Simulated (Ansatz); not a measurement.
Cartesian coordinates in Å:
```
C -0.835 -1.473 -0.417
C 0.448 -1.148 -0.283
O 0.968 0.024 0.124
C 0.049 1.059 0.408
O 0.746 2.176 0.808
H -1.083 -2.469 -0.757
H -1.654 -0.800 -0.201
H 1.240 -1.855 -0.504
H -0.562 1.236 -0.490
H -0.598 0.764 1.241
H 1.281 2.485 0.071
```

Total charge 0; spin multiplicity 1.

Task: List the r2SCAN/def2-TZVPP orbital energies in eV (Ansatz). (Estimate.)

Result: Ansatz gave: Occupied: -516.85, -516.31, -275.96, -274.65, -272.67, -28.93, -27.24, -19.80, -18.21, -15.37, -13.87, -13.15, -12.47, -11.59, -10.02, -9.70, -8.95, -8.51, -7.47, -5.90. Lowest empty: -0.03, 0.95, 1.81, 2.14, 2.60, 3.23, 3.51, 4.02.
